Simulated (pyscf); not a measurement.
`[PH2]` [doublet] + `[GeH4]` -> `[PH2][GeH3]` + `[H]` [doublet] (substitution at Ge; doublet surface; Ge–H broken, Ge–P formed). Optimised with ωB97X-D3(BJ)/def2-SVP in PySCF. MP2 and CC: frozen core, UHF for open shells. ΔMP2 is the change of the MP2 total energy from the triple- to the quadruple-zeta basis. Rate constants from transition-state theory, CCSD(T)/def2-TZVPP + ΔMP2(QZVPP) energies (ideal gas, 1 atm, RRHO with modes under 100 cm⁻¹ raised to 100, one conformer, R ln 2 for rigid chiral ones; no tunnelling), k in cm³ molecule⁻¹ s⁻¹.

```csv
T (K),1000/T,log10 k
298,3.354,-32.91
600,1.667,?
900,1.111,-18.31
1200,0.833,-16.30
```

Fit an Arrhenius line to the three values, give the activation energy, and predict k at 600 K.

Least squares gives log10 k = -10.92 − 6.56 × 1000/T, so Ea = 6.56 × ln 10 × 1.987 = 30.0 kcal/mol, against an electronic barrier of 28.6. At 600 K the line gives -21.85; the computed value is -22.13 (ΔG‡ = 44.3 kcal/mol), a factor 1.9 under the line, since the plot is curved. This is the saddle that the search found; another between the same sides may lie lower. The angle at the attacked Ge is 70° (front-side attack). The CCSD(T) − MP2 part came from Ansatz, without density fitting, on the same reference. The frozen core leaves the outer d or s,p core shells of the metals and heavy elements correlated in the MP2 and CC values, and def2-TZVPP describes them poorly, which can shift differences by a few kcal/mol. Elements up to Kr have no core potential and no relativistic terms here.
